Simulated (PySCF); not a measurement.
Molecule: `InChI=1S/C5H10O/c1-2-4-6-5-3-1/h1-5H2`.

Mapped SMILES: `[CH2:1]1[CH2:2][CH2:3][O:4][CH2:5][CH2:6]1` (H(Xn): hydrogen on atom n).

Geometry PBE0-D3(BJ)/def2-SVP throughout; GIAO in PySCF 2.14.0 with density-fitted response routines, gas phase, one conformer, non-relativistic; equivalent atoms averaged; basis pcSseg-1.

For orientation, KT2 gives these shifts δ (against TMS, H2O at the same level): C3/C5 71.5, C2/C6 30.4, C1 27.7, O4 65.6, H(C3)/H(C5) 3.66, H(C1) 1.55, H(C2)/H(C6) 1.40 ppm.

A run gave: C3/C5 70.1, C2/C6 29.1, C1 25.9, O4 49.9, H(C3)/H(C5) 3.50, H(C1) 1.43, H(C2)/H(C6) 1.31 ppm (shifts δ (against TMS, H2O at the same level)).

Which functional was used in that run?
A. LC-wPBE
B. CAM-B3LYP
C. OPBE
D. B3LYP
E. wB97X-D

Answers

B. O4 tells them apart best: CAM-B3LYP gives 49.9, B3LYP gives 58.2, LC-wPBE gives 33.0, wB97X-D gives 41.0, OPBE gives 57.0 ppm.
